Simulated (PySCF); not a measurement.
Fill in the blanks.

Compound: ethane, C2H6.
SMILES: `CC`

| property | level | value |
| --- | --- | --- |
| point group of the GFN2-xTB geometry | GFN2-xTB | ? |
| rotational constants A, B, C of the GFN2-xTB geometry | GFN2-xTB | 80.608, 20.267, 20.266 GHz |
| dipole moment | PBE0/pcSseg-1 | ? |
| HOMO energy | PBE0/pcSseg-1 | ? |
| LUMO energy | PBE0/pcSseg-1 | 1.75 eV |
| 13C chemical shifts (computed TMS as zero) by class | GIAO PBE0/pcSseg-1 | 9.5 (2 C) ppm |
| 1H chemical shifts (computed TMS as zero) by class | GIAO PBE0/pcSseg-1 | ? |
| largest of the computed one-bond spin–spin couplings (means over like bonds) | B3LYP/pcJ-1 | 13C–1H +131.7 (×6), 13C–13C +34.8 Hz |

Gas-phase values; electronic properties from PySCF, density fitting. Geometry: GFN2-xTB; no solvent, vibrations or thermal averaging.

Question: What is the HOMO energy?

Answer: -9.64 eV.

Question: What is the point group of the GFN2-xTB geometry?

Answer: D3d.

Question: Give the dipole moment.

Answer: 0.00 D.

Question: What are the 1H chemical shifts (computed TMS as zero) by class?

Answer: 0.98 (6 H) ppm.

The rotational constants are those of a prolate symmetric top; the small spread among constants that symmetry makes equal is optimisation noise. Point group D3d forbids a permanent dipole, so the rigid molecule has no electric-dipole pure rotational spectrum. With B = h/(8π²I), that is 505.379 GHz u Å² over I, the principal moments of inertia are 6.3, 24.9 and 24.9 u Å² (most abundant isotopes).

For the spin–spin coupling job (B3LYP/pcJ-1), on one thread of an Arm Neoverse V1 (shared host), this took 4.9 s wall.
